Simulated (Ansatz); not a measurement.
**How fast does Br move in KBr?**

Level of theory: Ansatz, DFT LDA, scalar-relativistic, plane waves, PAW. (420 eV cutoff, 2×2×2 k-mesh, Gaussian smearing of 0.02 eV, no spin polarisation)

Host crystal, relaxed:

```
CELL_PARAMETERS angstrom
0.00000 3.18563 3.18563
3.18563 0.00000 3.18563
3.18563 3.18563 0.00000
ATOMIC_POSITIONS crystal
K 0.00000 0.00000 0.00000
Br 0.50000 0.50000 0.50000
```

In a supercell of 16 host sites with charge +1, Br trades places with a neighbouring Br vacancy, moving 4.51 Å. Climbing-image nudged elastic band at fixed cell; the order of the saddle wasn't checked, and the small cell leaves errors of about a tenth of an eV.

| image | path (Å) | E − E(0) (eV) |
| --- | --- | --- |
| 0 | 0.00 | 0.000 |
| 1 | 1.33 | 0.325 |
| 2 | 2.66 | 0.749 |
| 3 | 3.99 | 0.325 |
| 4 | 5.32 | 0.000 |

Task: What are the barriers forward and back, and what attempt frequency does the shape suggest?

Result: Forward 0.75 eV, back 0.75 eV, the ends being level. For a sinusoidal profile E_b sin²(πx/l), with the Br atom alone moving, ν = (1/l)√(E_b/2m) = 1.5×10¹² s⁻¹, within an order of magnitude of the customary 10¹³ s⁻¹; a true prefactor needs the vibrations at the minimum and at the saddle.

Task: With ν = 10¹³ s⁻¹, how often does the exchange happen at 300, 600 and 1000 K once atom and vacancy are neighbours, taking the host as solid throughout? Does that give the diffusivity?

Result: k = ν exp(−E_b/k_BT):
```csv
T (K),k (1/s),wait (s)
300,2.6,0.39
600,5.1×10⁶,2.0×10⁻⁷
1000,1.7×10⁹,6.0×10⁻¹⁰
```

No. The atom can jump only when a vacancy is beside it, so where vacancies are thermal the activation energy of diffusion adds the vacancy's formation energy; where doping, quenching or off-stoichiometry fixes their number, it doesn't. And repeated exchanges only swap the two back and forth: Br gets on when the vacancy moves round it by other jumps, which the correlation factor counts. An error of 0.1 eV in the barrier changes k by a factor of 48 at 300 K and 3.2 at 1000 K.

Cost: 1 run of about 2.3 core-minutes, on Intel Xeon 6975P-C (Granite Rapids) (shared hosts).